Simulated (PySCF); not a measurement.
Vinylcyanoacetylene, C5H3N.
Cartesian coordinates in Å at the PBE0-D3(BJ)/def2-TZVP level; atoms count from 1:
```
atom  x, y, z in Å
C1    -1.5414   -1.0907   -0.5463
C2    -0.4231   -1.0583    0.1789
C3     0.4073    0.0782    0.2775
C4     1.1372    1.0363    0.3796
C5     1.9544    2.1231    0.4876
N6     2.6470    3.0442    0.5788
H7    -1.8763   -0.2275   -1.1082
H8    -2.1453   -1.9881   -0.5907
H9    -0.1022   -1.9342    0.7363
```

Computed with PySCF at wB97X-D/pcSseg-2, non-relativistic, on one gas-phase PBE0-D3(BJ)/def2-TZVP geometry that isn't relaxed in the solvent. The solvent is an IEF-PCM continuum (cavity from Bondi-type radii × 1.2). The model holds no explicit solvent molecules, cavitation or dispersion.

Gas phase at wB97X-D/pcSseg-2: HOMO -9.59 eV, LUMO -0.60 eV, dipole 5.19 D.

Problem. What does the continuum do to the energy, the frontier levels and the dipole at wB97X-D/pcSseg-2 in chloroform?

Solution. 
```tsv
solvent	ε	E(solvent) − E(gas) (kcal/mol)	polarisation term (kcal/mol)	distortion of the solute (kcal/mol)	HOMO (eV)	LUMO (eV)	dipole (D)
chloroform	4.711	-3.96	-4.77	0.81	-9.46	-0.46	6.57
```

Polarisation term: ½ Σ q·V over the induced surface charges. Distortion: the rise of the solute's own energy as its density leaves the gas-phase optimum.

Problem. Which radius a makes the point-dipole formula ΔE = −[(ε − 1)/(2ε + 1)]·μ²/a³ give the value in chloroform, with the gas-phase dipole?

Solution. μ = 2.043 au and |ΔE| = 0.00631 Eh give a = 3.27 Å; the farthest nucleus lies 4.07 Å from the centroid of the nuclei, so such a sphere wouldn't even hold the nuclei. The formula assumes a rigid point dipole at the centre of a sphere.

Problem. Give the dipole vector in the frame of the coordinates (D, pointing from negative to positive charge), gas and chloroform.

Solution. Gas (-3.31, -3.95, -0.62), solvent (-4.21, -4.98, -0.80). Its length changes by +26 % and its direction by less than 1°.

The pairwise dispersion term of wB97X-D wasn't added to the energies; at a given geometry it leaves orbitals and properties as they are.
